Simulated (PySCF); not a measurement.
# C₃H₃NO: magnetic properties

Wanted: magnetic properties for C₃H₃NO (`c1cocn1`).

Programs: PySCF 2.14.0, with routines of our own; each step states its level. All values are computed. Atoms count from 0.

## 1. The starting structure

8 atoms, charge 0, multiplicity 1; geometry from: GFN2-xTB.

## 2. Relaxing the molecule at PBE0-D3(BJ)/def2-SVP

What the job is given:

```
{"job": {"xc": "PBE0", "basis": "def2-SVP", "d3": "d3bj", "grid": 1, "kind": "geom"}, "charge": 0, "multiplicity": 1}
C     -0.833184    -0.531225     0.244654
C     -0.664878     0.744507    -0.192555
O      0.656884     0.948872    -0.373498
C      1.227844    -0.211919    -0.037848
N      0.393781    -1.122979     0.335817
H     -1.728333    -1.059866     0.496545
H     -1.335945     1.551246    -0.401489
H      2.292887    -0.309223    -0.096192
```

Launch:

```sh
$ OMP_NUM_THREADS=1 python excited_run.py task.json out
```

This one command runs all jobs of the session in turn.

Output:

```text
step   0  E = -245.61880256  max force = 0.013555
step   1  E = -245.61991499  max force = 0.002681
step   2  E = -245.61993046  max force = 0.001188
step   3  E = -245.61992715  max force = 0.002209
step   4  E = -245.61993676  max force = 0.000222
optimisation converged
```

Wall time 15 s (1 thread of Arm Neoverse N1, shared host); peak memory 0.36 GiB.

Relaxation path:

| step | energy from step 0 (eV) | largest force component (eV/Å) |
| --- | --- | --- |
| 0 | 0.0000 | 0.6970 |
| 1 | -0.0303 | 0.1379 |
| 2 | -0.0307 | 0.0611 |
| 3 | -0.0306 | 0.1136 |
| 4 | -0.0309 | 0.0114 |

Close pairs (by a distance rule), those that changed most:

| bond | before (Å) | after (Å) | change (Å) |
| --- | --- | --- | --- |
| C0–H5 | 1.070 | 1.088 | +0.019 |
| C3–H7 | 1.071 | 1.089 | +0.018 |
| C1–H6 | 1.070 | 1.086 | +0.016 |
| C0–N4 | 1.365 | 1.379 | +0.014 |
| O2–C3 | 1.336 | 1.343 | +0.007 |
| C1–O2 | 1.350 | 1.354 | +0.005 |
| C3–N4 | 1.290 | 1.290 | -0.001 |
| C0–C1 | 1.359 | 1.359 | +0.000 |

The next job starts from the end point, and lists it.

| at the end point | value |
| --- | --- |
| point group (found at 0.08 Å tolerance) | Cs |
| rotational constants (GHz, main isotopes) | 10.184, 9.763, 4.985 |
| dipole moment (D) | 1.56 |

## 3. Magnetic properties: GIAO KT1/aug-pcSseg-1

What the job is given:

```
{"job": {"kind": "mag", "xc": "KT1", "basis": "aug-pcSseg-1"}, "charge": 0, "multiplicity": 1}
C     -0.862216    -0.538082     0.246330
C     -0.700738     0.736859    -0.196301
O      0.625701     0.941296    -0.378369
C      1.203075    -0.222134    -0.036392
N      0.376222    -1.136797     0.342048
H     -1.781935    -1.061537     0.500718
H     -1.366543     1.565627    -0.417901
H      2.287951    -0.276713    -0.111051
```

Method: GIAO KT1/aug-pcSseg-1 magnetisability, rotational g tensor and spin-rotation constants, non-relativistic, gas phase.

Output:

```text
coarse grid: 7272 points
cycle   1  E = -248.9982836952  dE =  8.893e-01  |g| = 4.545e-01  |ddm| = 4.185e+00
cycle   2  E = -248.8979109903  dE =  1.004e-01  |g| = 8.319e-01  |ddm| = 1.568e+00
cycle   3  E = -249.0407097396  dE = -1.428e-01  |g| = 7.825e-02  |ddm| = 8.914e-01
cycle   4  E = -249.0418641239  dE = -1.154e-03  |g| = 3.241e-02  |ddm| = 1.279e-01
cycle   5  E = -249.0420913146  dE = -2.272e-04  |g| = 1.263e-02  |ddm| = 4.956e-02
cycle   6  E = -249.0421234183  dE = -3.210e-05  |g| = 4.826e-03  |ddm| = 1.905e-02
cycle   7  E = -249.0421286013  dE = -5.183e-06  |g| = 1.206e-03  |ddm| = 5.895e-03
final grid: 71944 points
cycle   8  E = -249.0670850353  dE = -1.967e-04  |g| = 1.185e-02  |ddm| = 2.141e-01
cycle   9  E = -249.0670471019  dE =  3.793e-05  |g| = 1.740e-02  |ddm| = 2.933e-02
cycle  10  E = -249.0671098244  dE = -6.272e-05  |g| = 6.025e-03  |ddm| = 2.400e-02
cycle  11  E = -249.0671178814  dE = -8.057e-06  |g| = 9.614e-04  |ddm| = 7.323e-03
cycle  12  E = -249.0671180624  dE = -1.810e-07  |g| = 3.663e-04  |ddm| = 1.441e-03
cycle  13  E = -249.0671180905  dE = -2.811e-08  |g| = 8.172e-05  |ddm| = 5.838e-04
cycle  14  E = -249.0671180919  dE = -1.412e-09  |g| = 8.902e-06  |ddm| = 1.356e-04
cycle  15  E = -249.0671180919  dE = -6.480e-12  |g| = 6.941e-06  |ddm| = 1.850e-05
converged SCF energy = -249.0671180919

Magnetisability tensor (1e-30 J/T^2)
     -456.20        0.87      -56.37
        0.87     -485.90     -210.84
      -56.37     -210.84    -1036.76
isotropic -659.62   principal values   -1112.50   -459.75   -406.61
isotropic susceptibility -39.723 1e-6 cm^3/mol

Inertial axes            a          b          c
rot. const./GHz     10.1839     9.7634     4.9846
chi total           -24.838    -27.335    -66.996
chi diamagnetic    -175.629   -173.547   -294.646
chi paramagnetic    150.790    146.212    227.650
quadrupole/D A       -4.779      8.106     -3.328
g nuclear            0.6116     0.5420     0.5761
g electronic        -0.7214    -0.6706    -0.5331
g total             -0.1098    -0.1286     0.0430

Spin-rotation constants (kHz, H = +C I.J)
atom  isotope        aa         bb         cc
  4    14N        1.815      2.226      0.168
  5     1H       -0.362      0.444     -0.506
  6     1H        0.162     -0.013     -0.515
  7     1H       -1.086      1.055     -0.458
  0    13C*       3.497      3.830      0.879
  1    13C*       3.825      3.775      0.949
  2    17O*      -3.857     -4.093     -0.664
  3    13C*       3.614      4.023      1.169
* in the singly substituted isotopologue
```

It took 29 s on 1 thread of Arm Neoverse N1, shared host; peak memory 0.52 GiB.

Key values:

| quantity | value |
| --- | --- |
| magnetisability | -660·10⁻³⁰ J/T² |
| molar susceptibility | -39.7·10⁻⁶ cm³/mol |
| rotational g (a, b, c) | -0.1098, -0.1286, 0.0430 |

The fields below are evaluated on a grid from the run's orbitals.

Frontier orbitals at KT1/aug-pcSseg-1, with the share of their density that lies nearest to each atom:

| orbital | energy (eV) | lies on |
| --- | --- | --- |
| HOMO | -6.28 | C1 34 %; C0, C3 about 23 % each; N4 6 % |
| LUMO | -1.23 | C3 25 %; C1 19 %; O2 18 % |

ELF in a plane through or near 8 of the atoms.

Values, 10 rows by 14 columns:
```
0.00 0.00 0.00 0.00 0.00 0.00 0.00 0.00 0.00 0.00 0.00 0.00 0.00 0.00
0.00 0.00 0.00 0.00 0.00 0.06 0.16 0.01 0.00 0.00 0.00 0.00 0.00 0.00
0.00 0.00 0.00 0.00 0.18 0.85 0.91 0.33 0.07 0.94 0.81 0.01 0.00 0.00
0.00 0.00 0.00 0.00 0.07 0.81 0.82 0.64 0.70 1.00 0.99 0.15 0.00 0.00
0.00 0.00 0.27 0.91 0.67 0.63 0.71 0.74 0.81 0.77 0.53 0.02 0.00 0.00
0.00 0.00 0.81 1.00 0.99 0.17 0.51 0.34 0.65 0.35 0.02 0.00 0.00 0.00
0.00 0.00 0.05 0.50 0.10 0.55 0.58 0.79 0.48 0.99 0.87 0.03 0.00 0.00
0.00 0.00 0.00 0.00 0.02 0.63 0.84 0.18 0.57 1.00 0.95 0.02 0.00 0.00
0.00 0.00 0.00 0.00 0.00 0.10 0.18 0.02 0.03 0.44 0.06 0.00 0.00 0.00
0.00 0.00 0.00 0.00 0.00 0.00 0.00 0.00 0.00 0.00 0.00 0.00 0.00 0.00
```
The map spans 9.9 Å across and 8.1 Å up, centred on the molecule. Atoms in the plane (x, y in Å): C0 (0.8, 0.7), C1 (0.8, -0.7), O2 (-0.5, -1.1), C3 (-1.2, 0.1), N4 (-0.5, 1.1), H5 (1.6, 1.4), H6 (1.5, -1.4), H7 (-2.3, 0.0).

On the surface of density 0.002 e/bohr³ the electrostatic potential runs, from the 1st to the 99th percentile, from -1.53 V near N4 to 1.41 V near H6.

## 4. Magnetic properties: GIAO BLYP/aug-pcSseg-1

The job, as its differences from that of step 3:

```diff
@@ -1,2 +1,2 @@
-{"job": {"kind": "mag", "xc": "KT1", "basis": "aug-pcSseg-1"}, "charge": 0, "multiplicity": 1}
+{"job": {"kind": "mag", "xc": "BLYP", "basis": "aug-pcSseg-1"}, "charge": 0, "multiplicity": 1}
 C     -0.862216    -0.538082     0.246330
```

Method: GIAO BLYP/aug-pcSseg-1 magnetisability, rotational g tensor and spin-rotation constants, non-relativistic, gas phase.

Output:

```text
coarse grid: 7272 points
cycle   1  E = -245.8750581495  dE =  8.621e-01  |g| = 5.587e-01  |ddm| = 4.239e+00
cycle   2  E = -245.7088131788  dE =  1.662e-01  |g| = 1.062e+00  |ddm| = 1.653e+00
cycle   3  E = -245.9357509377  dE = -2.269e-01  |g| = 1.222e-01  |ddm| = 1.051e+00
cycle   4  E = -245.9385377200  dE = -2.787e-03  |g| = 4.791e-02  |ddm| = 1.611e-01
cycle   5  E = -245.9389898381  dE = -4.521e-04  |g| = 2.007e-02  |ddm| = 7.208e-02
cycle   6  E = -245.9390545783  dE = -6.474e-05  |g| = 9.595e-03  |ddm| = 2.531e-02
cycle   7  E = -245.9390714630  dE = -1.688e-05  |g| = 3.176e-03  |ddm| = 1.035e-02
cycle   8  E = -245.9390739734  dE = -2.510e-06  |g| = 4.355e-04  |ddm| = 3.999e-03
final grid: 71944 points
cycle   9  E = -245.9987177128  dE = -2.944e-05  |g| = 8.465e-03  |ddm| = 1.057e-01
cycle  10  E = -245.9986625023  dE =  5.521e-05  |g| = 1.883e-02  |ddm| = 2.194e-02
cycle  11  E = -245.9987289068  dE = -6.640e-05  |g| = 3.849e-03  |ddm| = 1.784e-02
cycle  12  E = -245.9987323128  dE = -3.406e-06  |g| = 6.371e-04  |ddm| = 4.849e-03
cycle  13  E = -245.9987323812  dE = -6.840e-08  |g| = 2.883e-04  |ddm| = 9.552e-04
cycle  14  E = -245.9987324017  dE = -2.055e-08  |g| = 4.247e-05  |ddm| = 3.457e-04
cycle  15  E = -245.9987324019  dE = -2.194e-10  |g| = 3.154e-05  |ddm| = 7.576e-05
converged SCF energy = -245.9987324019

Magnetisability tensor (1e-30 J/T^2)
     -444.00       -1.28      -54.44
       -1.28     -481.15     -203.39
      -54.44     -203.39    -1013.09
isotropic -646.08   principal values   -1086.15   -447.28   -404.79
isotropic susceptibility -38.908 1e-6 cm^3/mol

Inertial axes            a          b          c
rot. const./GHz     10.1839     9.7634     4.9846
chi total           -24.724    -26.590    -65.410
chi diamagnetic    -175.396   -173.436   -295.021
chi paramagnetic    150.672    146.846    229.611
quadrupole/D A       -5.191      7.900     -2.709
g nuclear            0.6116     0.5420     0.5761
g electronic        -0.7209    -0.6735    -0.5377
g total             -0.1093    -0.1316     0.0384

Spin-rotation constants (kHz, H = +C I.J)
atom  isotope        aa         bb         cc
  4    14N        1.968      2.419      0.188
  5     1H       -0.377      0.450     -0.508
  6     1H        0.148     -0.023     -0.518
  7     1H       -1.108      1.063     -0.461
  0    13C*       3.820      4.189      0.969
  1    13C*       4.129      4.107      1.049
  2    17O*      -4.057     -4.259     -0.704
  3    13C*       3.922      4.346      1.270
* in the singly substituted isotopologue
```

Run time: 25 s. Hardware: 1 thread of Arm Neoverse N1, shared host; peak memory 0.52 GiB.

In short:

| quantity | value |
| --- | --- |
| magnetisability | -646·10⁻³⁰ J/T² |
| molar susceptibility | -38.9·10⁻⁶ cm³/mol |
| rotational g (a, b, c) | -0.1093, -0.1316, 0.0384 |

## 5. Magnetic properties: GIAO B3LYP/6-31G

The job, as its differences from that of step 4:

```diff
@@ -1,2 +1,2 @@
-{"job": {"kind": "mag", "xc": "BLYP", "basis": "aug-pcSseg-1"}, "charge": 0, "multiplicity": 1}
+{"job": {"kind": "mag", "xc": "B3LYP", "basis": "6-31G"}, "charge": 0, "multiplicity": 1}
 C     -0.862216    -0.538082     0.246330
```

Method: GIAO B3LYP/6-31G magnetisability, rotational g tensor and spin-rotation constants, non-relativistic, gas phase.

Output:

```text
coarse grid: 7272 points
cycle   1  E = -245.9620533186  dE =  1.090e+00  |g| = 4.673e-01  |ddm| = 3.066e+00
cycle   2  E = -245.8978103306  dE =  6.424e-02  |g| = 7.457e-01  |ddm| = 1.058e+00
cycle   3  E = -246.0132415117  dE = -1.154e-01  |g| = 3.621e-02  |ddm| = 5.692e-01
cycle   4  E = -246.0134021095  dE = -1.606e-04  |g| = 2.832e-02  |ddm| = 5.291e-02
cycle   5  E = -246.0135589696  dE = -1.569e-04  |g| = 1.055e-02  |ddm| = 2.904e-02
cycle   6  E = -246.0135817834  dE = -2.281e-05  |g| = 2.422e-03  |ddm| = 1.051e-02
cycle   7  E = -246.0135828803  dE = -1.097e-06  |g| = 1.280e-03  |ddm| = 3.114e-03
final grid: 71944 points
cycle   8  E = -245.9726437149  dE = -5.080e-06  |g| = 4.842e-03  |ddm| = 1.251e-02
cycle   9  E = -245.9726316173  dE =  1.210e-05  |g| = 8.793e-03  |ddm| = 1.215e-02
cycle  10  E = -245.9726491095  dE = -1.749e-05  |g| = 1.445e-03  |ddm| = 8.436e-03
cycle  11  E = -245.9726495976  dE = -4.881e-07  |g| = 2.377e-04  |ddm| = 1.427e-03
cycle  12  E = -245.9726496101  dE = -1.248e-08  |g| = 2.580e-05  |ddm| = 1.977e-04
cycle  13  E = -245.9726496102  dE = -1.615e-10  |g| = 1.211e-05  |ddm| = 4.335e-05
converged SCF energy = -245.9726496102

Magnetisability tensor (1e-30 J/T^2)
     -439.92       -5.14      -57.37
       -5.14     -509.47     -208.83
      -57.37     -208.83    -1056.47
isotropic -668.62   principal values   -1131.62   -450.70   -423.55
isotropic susceptibility -40.265 1e-6 cm^3/mol

Inertial axes            a          b          c
rot. const./GHz     10.1839     9.7634     4.9846
chi total           -26.336    -26.312    -68.148
chi diamagnetic    -173.794   -172.794   -294.495
chi paramagnetic    147.458    146.482    226.348
quadrupole/D A       -6.344      8.378     -2.034
g nuclear            0.6116     0.5420     0.5761
g electronic        -0.7055    -0.6719    -0.5301
g total             -0.0939    -0.1299     0.0460

Spin-rotation constants (kHz, H = +C I.J)
atom  isotope        aa         bb         cc
  4    14N        1.776      2.387      0.129
  5     1H       -0.436      0.373     -0.553
  6     1H        0.078     -0.086     -0.575
  7     1H       -1.106      0.964     -0.529
  0    13C*       3.290      3.726      0.771
  1    13C*       3.616      3.717      0.851
  2    17O*      -3.748     -4.156     -0.594
  3    13C*       3.523      3.779      1.045
* in the singly substituted isotopologue
```

Wall time 5.4 s (1 thread of Arm Neoverse N1, shared host); peak memory 0.48 GiB.

Key values:

| quantity | value |
| --- | --- |
| magnetisability | -669·10⁻³⁰ J/T² |
| molar susceptibility | -40.3·10⁻⁶ cm³/mol |
| rotational g (a, b, c) | -0.0939, -0.1299, 0.0460 |

(Part 1 of 2 ends here.)
